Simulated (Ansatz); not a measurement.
Species, as SMILES: [O]N=O, doublet.
Atoms: N1, O2, O3. Bonds: N1-O2, N1-O3.

Basis-set convergence of the highest harmonic wavenumber at PBE with Ansatz (an electronic-structure program). Each level at its own minimum, finite differences of forces, unscaled; the reference is a large set that could be run, not a limit. All functions are spherical. The program fits the integrals of some runs and decomposes those of others, by size. Open shells are unrestricted. No added dispersion term, no relativity. Reference: the value in def2-QZVPP, 1647 cm⁻¹, itself unsure by roughly 3 cm⁻¹ (its mean distance from cc-pVQZ, aug-pcseg-2, aug-cc-pVTZ). Deviations are taken from unrounded values.

```
basis        functions
-----------  ---------
pcseg-0             27
def2-SVP            42
pcseg-1             42
aug-pcseg-1         69
pcseg-2             90
def2-TZVPP          93
aug-pcseg-2        138
def2-QZVPP         171
```

Question: Which is the smallest set listed that can be trusted to 50 cm⁻¹ here, that is, within that of the reference together with its larger relatives (same family, alike in diffuse functions; a set with none to test it counts only in the reference's own line)?

Answer: The smallest set listed that lies within 50 cm⁻¹ of the reference with all its larger relatives (same family, alike in diffuse functions; a set with none counts only in the reference's own line) is pcseg-1 (42 functions, 19 cm⁻¹ off). Value minus reference: pcseg-0 -332, def2-SVP 103, pcseg-1 19, aug-pcseg-1 31, pcseg-2 2, def2-TZVPP 6, aug-pcseg-2 3, def2-QZVPP 0 cm⁻¹.
